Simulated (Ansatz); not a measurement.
**BSiH₄ (doublet): from Hartree-Fock to the top rungs at distance B1–H4 along a hydrogen transfer = 1.194 Å, cc-pVDZ**

The task here is to estimate one member of a computed series from the others.

Computed with Ansatz 0.2.0, Gaussian basis. Level: cc-pVDZ, core rule «outside noble gas», up to 6 orbitals frozen.

Plan: UHF; CCSD(T) on ROHF; CCSD(T) on UHF; BCCD(T) on ROHF; CISD; CCSDT(Q) on ROHF; CCSDT(Q) on UHF; CASSCF and MRCISD+Q, 3 electrons in 3 orbitals; CASSCF and NEVPT2, 3 electrons in 3 orbitals; CASSCF and NEVPT2, 9 electrons in 9 orbitals.

5 further runs of the same task are left out: 4 that didn't finish, 1 set aside as unsound or not needed.

## The system

The geometry derives from fragments relaxed apart (PBE0/def2-TZVP) and kept rigid, so it is no stationary point. A hydrogen atom is moved between rigid fragments.

6 atoms, charge 0, spin multiplicity 2.

Atoms are counted from 1 here; the program's logs count them from 0.

Bond lengths: B1–H2 1.193 Å, B1–H3 1.193 Å, B1–H4 1.193 Å, Si5–H6 1.532 Å. Angles: H2–B1–H3 120.0°, H2–B1–H4 120.0°, H3–B1–H4 120.0°.

Geometry (Å):

```xyz
6

B    -2.29730    0.03474    0.00000
H    -2.89403    1.06831    0.00000
H    -2.89403   -0.99883    0.00000
H    -1.10383    0.03474    0.00000
Si    1.07870    0.03474    0.00000
H     1.47514   -1.44477    0.00000
```

Set-up of the first run:

File in.yaml:

```yaml
crystal:
  periodic: [false, false, false]
  atoms:
    - {symbol: B, position_ang: [-2.297299, 0.034738, 0.000000]}
    - {symbol: H, position_ang: [-2.894032, 1.068310, 0.000000]}
    - {symbol: H, position_ang: [-2.894032, -0.998833, 0.000000]}
    - {symbol: H, position_ang: [-1.103833, 0.034738, 0.000000]}
    - {symbol: Si, position_ang: [1.078701, 0.034738, 0.000000]}
    - {symbol: H, position_ang: [1.475136, -1.444775, 0.000000]}
basis:
  gaussian: {orbitals: cc-pVDZ}
magnetization: {spin_polarized: true, initial_magnetization: 1}
hamiltonian: {xc: hf}
output: {orbitals: {seedname: orbitals}}
```

Started as:

```
> ansatz run in.yaml --threads 1 --pin off --events-out ev --progress --plain --max-ram 2393MiB
```

Steps of the session up to this table: UHF; CCSD(T) on ROHF; CCSD(T) on UHF; BCCD(T) on ROHF; CISD; CCSDT(Q) on ROHF; CCSDT(Q) on UHF; CASSCF and MRCISD+Q, 3 electrons in 3 orbitals; CASSCF and NEVPT2, 3 electrons in 3 orbitals; CASSCF and NEVPT2, 9 electrons in 9 orbitals.

One table of the session follows, with a row left open; its other results are not shown here.

```
     method  from UCCSDT(Q) (kcal/mol)
       ROHF                    +137.07
        UHF                    +134.33
       RMP2                     +32.62
       UMP2                     +33.09
       CISD                     +14.35
      RCCSD                          ?
      UCCSD                      +3.22
   RCCSD(T)                      +0.74
   UCCSD(T)                      +0.74
    BCCD(T)                      +0.74
     RCCSDT                      +0.09
     UCCSDT                      +0.08
  RCCSDT(Q)                       0.00
  UCCSDT(Q)                          0
CASSCF pair                    +126.88
NEVPT2 pair                     +31.69
```

**Question.** Estimate the row for RCCSD.

As computed: from UCCSDT(Q) (kcal/mol): +3.29. In the column «from UCCSDT(Q) (kcal/mol)» it lies between UCCSD (+3.22) and CISD (+14.35).

Among the levels timed on like hardware and quicker than the yardstick, those that no quicker one beats, quickest first: NEVPT2 pair (3.5 s, +31.69 kcal/mol); CISD (6 s, +14.35 kcal/mol); BCCD(T) (12 s, +0.74 kcal/mol); RCCSD(T) (17 s, +0.74 kcal/mol); UCCSD(T) (20 s, +0.74 kcal/mol); RCCSDT(Q) (95 s, 0.00 kcal/mol).

Not comparable, so not listed: CASSCF and MRCISD+Q, 3 electrons in 3 orbitals (they don't share determinant, frozen orbitals or solution with the rows shown, or repeat one).

To keep in mind: Left out of the table: CASSCF frontier, NEVPT2 frontier (the active space lost an orbital or holds another state than full CI finds). Restricted and unrestricted rows rest on different reference determinants; where their highest levels disagree by more than a few hundredths of an eV, they describe different states and don't form one ladder. Warnings in the runs' records: passed over end.
